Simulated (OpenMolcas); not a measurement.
# HS (SMILES [SH]), step by step

Aim: a single-point energy (UHF/3-21G), then the energy (CASSCF(3,3)/3-21G), then a single-point energy (CASPT2(3,3)/3-21G), then the energy (SC-NEVPT2(3,3)/3-21G), then a single-point energy (MRCI(3,3)/3-21G) of HS. 

Program for the calculation: OpenMolcas 26.06.

3 further runs of the same task are left out: 1 that didn't finish, 2 set aside as unsound or not needed.

## (1) The system as given

The species is HS (2 atoms), meant as a doublet with charge 0. As SMILES, `[SH]`. The S1–H2 distance was set to 1.682 Å, away from the relaxed value.

Bond lengths: S1–H2 1.682 Å.

## (2) A single-point energy at UHF/3-21G (run 1)

File mol.xyz:

```xyz
2

S      0.861880    -0.281728     0.443211
H     -0.574560     0.187810    -0.295460
```

File step1.input:

```
* HS Hartree-Fock
>>> EXPORT MOLCAS_PRINT=2

&GATEWAY
  BasLib
  $CurrDir
  Coord
  mol.xyz
  Basis
  3-21G
  Group
  NoSym

&SEWARD

&SCF
  UHF
  Spin
  2
  Scramble
  0.25
  PrOrbitals
  1 1
```

The basis set 3-21G is read from a file made from the Basis Set Exchange's data (not shown).

Launch:

```bash
$ export MOLCAS_MEM=1860
$ pymolcas step1.input > step1.log
```

What it wrote, cut to the lines that bear on the results:

```text
--- Start Module: gateway ---
[...]
--- Stop Module: gateway /rc=_RC_ALL_IS_WELL_ ---
--- Start Module: seward ---
[...]
      Basis functions           15
--- Stop Module: seward /rc=_RC_ALL_IS_WELL_ ---
--- Start Module: scf ---
[...]
       Convergence after  14 Iterations
[...]
::    Total SCF energy                               -396.0919511541
[...]
      Total spin, S                                     0.5320914353
[...]
      Total electronic charge=   17.000000
      Total            charge=   -0.000000
[...]
      Dipole Moment (debye):
      Origin of the operator (angstrom)=    0.8180   -0.2674    0.4206
                   X= -8.9922E-01               Y=  2.9393E-01               Z= -4.6241E-01           Total=  1.0530E+00
      Quadrupole Moment (debye*angstrom):
[...]
--- Stop Module: scf /rc=_RC_ALL_IS_WELL_ ---
[...]
```

Wall time 1.7 s (1 thread of Arm Neoverse V1, shared host); peak memory 0.37 GiB.

## (3) The energy at CASSCF(3,3)/3-21G (run 2)

mol.xyz is that of step 2.

File step2.input:

```
&GATEWAY
 BasLib=$CurrDir
 Coord=mol.xyz
 Basis=3-21G
 Group=NoSym

&SEWARD

&RASSCF
 FileOrb=$CurrDir/step1.UnaOrb
 Spin=2
 Nactel=3 0 0
 Inactive=7
 Ras2=3
 OrbListing=Nothing
 OrbAppear=Compact
```

The basis set 3-21G is read from a file made from the Basis Set Exchange's data (not shown).

Launch:

```bash
$ export MOLCAS_MEM=1860
$ pymolcas step2.input > step2.log
```

What it wrote, cut to the lines that bear on the results:

```text
--- Start Module: gateway ---
[...]
--- Stop Module: gateway /rc=_RC_ALL_IS_WELL_ ---
--- Start Module: seward ---
[...]
      Basis functions           15
--- Stop Module: seward /rc=_RC_ALL_IS_WELL_ ---
--- Start Module: rasscf ---
[...]
      Number of active orbitals                  3
[...]
      Spin quantum number                      0.5
[...]
      Active orbitals                            3
[...]
      Number of CSFs                             8
[...]
      Number of root(s) required                 1
[...]
      Convergence after 10 iterations
[...]
      printout of CI-coefficients larger than  0.05 for root  1
      energy=    -396.121986
      conf/sym  111     Coeff  Weight
             1  2u0  -0.97702 0.95456
             4  udu  -0.06170 0.00381
             8  0u2  -0.20091 0.04036
      Natural orbitals and occupation numbers for root  1
      sym 1:   1.914197   1.000000   0.085803
      ************************************************************************************************************************
      *                                                    Final results                                                     *
[...]
::    RASSCF root number  1 Total energy:   -396.12198583
[...]
      Total electronic charge=   17.000000
      Total            charge=   -0.000000
[...]
      Dipole Moment (debye):
      Origin of the operator (angstrom)=    0.8180   -0.2674    0.4206
                   X= -7.4499E-01               Y=  2.4352E-01               Z= -3.8310E-01           Total=  8.7240E-01
      Quadrupole Moment (debye*angstrom):
[...]
--- Stop Module: rasscf /rc=_RC_ALL_IS_WELL_ ---
[...]
```

Run time: 1.7 s. Hardware: 1 thread of Arm Neoverse V1, shared host; peak memory 0.37 GiB.

## (4) The energy at CASPT2(3,3)/3-21G (run 3)

mol.xyz is that of step 3.

File step3.inp:

```
* HS CASPT2

&GATEWAY
 BasLib=$CurrDir
 Coord=mol.xyz
 Basis=3-21G
 Group=NoSym

&SEWARD

&RASSCF
 FileOrb=$CurrDir/step2.RasOrb
 Spin=2
 Nactel=3 0 0
 Inactive=7
 Ras2=3
 OrbListing=Nothing
 OrbAppear=Compact

&CASPT2
 Imaginary=0.1
 Frozen=5
```

The basis set 3-21G is read from a file made from the Basis Set Exchange's data (not shown).

Launch:

```bash
$ export MOLCAS_MEM=1860
$ pymolcas step3.inp > step3.log
```

What it wrote, cut to the lines that bear on the results:

```text
--- Start Module: gateway ---
[...]
--- Stop Module: gateway /rc=_RC_ALL_IS_WELL_ ---
[...]
      Basis functions           15
[...]
--- Start Module: rasscf ---
[...]
      Number of active orbitals                  3
[...]
      Spin quantum number                      0.5
[...]
      Active orbitals                            3
[...]
      Number of CSFs                             8
[...]
      Number of root(s) required                 1
[...]
      Convergence after  4 iterations
[...]
      printout of CI-coefficients larger than  0.05 for root  1
      energy=    -396.121986
      conf/sym  111     Coeff  Weight
             1  2u0  -0.97702 0.95456
             4  udu  -0.06170 0.00381
             8  0u2  -0.20091 0.04036
      Natural orbitals and occupation numbers for root  1
      sym 1:   1.914197   1.000000   0.085803
      ************************************************************************************************************************
      *                                                    Final results                                                     *
[...]
::    RASSCF root number  1 Total energy:   -396.12198583
[...]
      Total electronic charge=   17.000000
      Total            charge=   -0.000000
[...]
      Dipole Moment (debye):
      Origin of the operator (angstrom)=    0.8180   -0.2674    0.4206
                   X= -7.4500E-01               Y=  2.4352E-01               Z= -3.8311E-01           Total=  8.7241E-01
      Quadrupole Moment (debye*angstrom):
[...]
--- Stop Module: rasscf /rc=_RC_ALL_IS_WELL_ ---
--- Start Module: caspt2 ---
[...]
 ###    WARNING: User changed nr of frozen orbitals.                         ###
 ###############################################################################
[...]
      E2 (Variational):          -0.0263775620
      Total energy:            -396.1483633927
[...]
      Reference weight:           0.98857
[...]
::    CASPT2 Root  1     Total energy:   -396.14836339
[...]
--- Stop Module: caspt2 /rc=_RC_ALL_IS_WELL_ ---
[...]
```

Wall time 1.7 s (1 thread of Arm Neoverse V1, shared host); peak memory 0.37 GiB.

## (5) The energy at SC-NEVPT2(3,3)/3-21G (run 4)

mol.xyz is that of step 4.

File step4.inp:

```
&gateway
baslib=$CurrDir
coord=mol.xyz
basis=3-21G
group=NoSym
&seward
&rasscf
fileorb=$CurrDir/step2.RasOrb
spin=2
nactel=3 0 0
inactive=7
ras2=3
orblisting=Nothing
orbappear=Compact
&caspt2
sc-nevpt2
frozen=5
```

The basis set 3-21G is read from a file made from the Basis Set Exchange's data (not shown).

Launch:

```bash
$ export MOLCAS_MEM=1860
$ pymolcas step4.inp > step4.log
```

What it wrote, cut to the lines that bear on the results:

```text
--- Start Module: gateway ---
[...]
--- Stop Module: gateway /rc=_RC_ALL_IS_WELL_ ---
[...]
      Basis functions           15
[...]
--- Start Module: rasscf ---
[...]
      Number of active orbitals                  3
[...]
      Spin quantum number                      0.5
[...]
      Active orbitals                            3
[...]
      Number of CSFs                             8
[...]
      Number of root(s) required                 1
[...]
      Convergence after  4 iterations
[...]
      printout of CI-coefficients larger than  0.05 for root  1
      energy=    -396.121986
      conf/sym  111     Coeff  Weight
             1  2u0  -0.97702 0.95456
             4  udu  -0.06170 0.00381
             8  0u2  -0.20091 0.04036
      Natural orbitals and occupation numbers for root  1
      sym 1:   1.914197   1.000000   0.085803
      ************************************************************************************************************************
      *                                                    Final results                                                     *
[...]
::    RASSCF root number  1 Total energy:   -396.12198583
[...]
      Total electronic charge=   17.000000
      Total            charge=   -0.000000
[...]
      Dipole Moment (debye):
      Origin of the operator (angstrom)=    0.8180   -0.2674    0.4206
                   X= -7.4500E-01               Y=  2.4352E-01               Z= -3.8311E-01           Total=  8.7241E-01
      Quadrupole Moment (debye*angstrom):
[...]
--- Stop Module: rasscf /rc=_RC_ALL_IS_WELL_ ---
--- Start Module: caspt2 ---
[...]
 ###    WARNING: User changed nr of frozen orbitals.                         ###
 ###############################################################################
[...]
      E2 (Variational):          -0.0260782434
[...]
      E2 (Variational):          -0.0260381771
      Total energy:            -396.1480240078
[...]
      Reference weight:           0.98877
[...]
::    SC-NEVPT2 Root  1     Total energy:   -396.14802401
[...]
--- Stop Module: caspt2 /rc=_RC_ALL_IS_WELL_ ---
[...]
```

Wall time 1.7 s (1 thread of Arm Neoverse V1, shared host); peak memory 0.37 GiB.

## (6) The energy at MRCI(3,3)/3-21G (run 5)

mol.xyz is that of step 5.

File step5.input:

```
* HS MRCI

&gateway
 baslib
 $CurrDir
 coord
 mol.xyz
 basis
 3-21G
 group
 NoSym

&seward

&rasscf
 fileorb
 $CurrDir/step2.RasOrb
 spin
 2
 nactel
 3 0 0
 inactive
 7
 ras2
 3
 orblisting
 Nothing
 orbappear
 Compact

&motra
 lumorb
 frozen
 5

&guga
 electrons
 7
 spin
 2
 inactive
 2
 active
 3
 ciall
 1

&mrci
 sdci
```

The basis set 3-21G is read from a file made from the Basis Set Exchange's data (not shown).

Launch:

```bash
$ export MOLCAS_MEM=1860
$ pymolcas step5.input > step5.log
```

What it wrote, cut to the lines that bear on the results:

```text
--- Start Module: gateway ---
[...]
--- Stop Module: gateway /rc=_RC_ALL_IS_WELL_ ---
[...]
      Basis functions           15
[...]
      Number of active orbitals                  3
[...]
      Spin quantum number                      0.5
[...]
      Active orbitals                            3
[...]
      Number of CSFs                             8
[...]
      Number of root(s) required                 1
[...]
      Convergence after  4 iterations
[...]
      printout of CI-coefficients larger than  0.05 for root  1
      energy=    -396.121986
      conf/sym  111     Coeff  Weight
             1  2u0  -0.97702 0.95456
             4  udu  -0.06170 0.00381
             8  0u2  -0.20091 0.04036
      Natural orbitals and occupation numbers for root  1
      sym 1:   1.914197   1.000000   0.085803
      ************************************************************************************************************************
      *                                                    Final results                                                     *
[...]
::    RASSCF root number  1 Total energy:   -396.12198583
[...]
      Dipole Moment (debye):
      Origin of the operator (angstrom)=    0.8180   -0.2674    0.4206
                   X= -7.4500E-01               Y=  2.4352E-01               Z= -3.8311E-01           Total=  8.7241E-01
      Quadrupole Moment (debye*angstrom):
[...]
      *** WARNING: Default frozen orbitals is overwritten by user input.
      *** Default values:   5
[...]
--- Start Module: guga ---
[...]
--- Stop Module: guga /rc=_RC_ALL_IS_WELL_ ---
--- Start Module: mrci ---
[...]
       (But an ACPF correction will be computed)
       USE THE DEFAULT ACPF G-VALUE GFAC=  0.28571428571428570
[...]
                      CI ENERGY:  -396.15389868
[...]
                ACPF CORRECTION:    -0.00039548
[...]
      Total electronic charge=   17.000000
      Total            charge=   -0.000000
[...]
     ACPF CORRECTION:     -0.00039548
[...]
  CI State   1     Total energy:   -396.15389868     QDav:     -0.00055643     QACPF:     -0.00039548
[...]
--- Stop Module: mrci /rc=_RC_ALL_IS_WELL_ ---
[...]
```

Wall time 1.8 s (1 thread of Arm Neoverse V1, shared host); peak memory 0.37 GiB.

## (7) What came out

```
                                                   quantity          value
                             run 1, UHF/3-21G: total energy  -396.09195 Eh
                            run 1, UHF/3-21G: dipole moment         1.05 D
       run 1, UHF/3-21G: HOMO energy (highest over α and β)      -10.25 eV
        run 1, UHF/3-21G: LUMO energy (lowest over α and β)        0.09 eV
                                     run 1, UHF/3-21G: ⟨S²⟩          0.815
                     run 2, CASSCF(3,3)/3-21G: total energy  -396.12199 Eh
   run 2, CASSCF(3,3)/3-21G: dipole moment (CASSCF density)         0.87 D
                     run 3, CASPT2(3,3)/3-21G: total energy  -396.14836 Eh
   run 3, CASPT2(3,3)/3-21G: dipole moment (CASSCF density)         0.87 D
                  run 4, SC-NEVPT2(3,3)/3-21G: total energy  -396.14802 Eh
run 4, SC-NEVPT2(3,3)/3-21G: dipole moment (CASSCF density)         0.87 D
                       run 5, MRCI(3,3)/3-21G: total energy  -396.15390 Eh
     run 5, MRCI(3,3)/3-21G: dipole moment (CASSCF density)         0.87 D
```
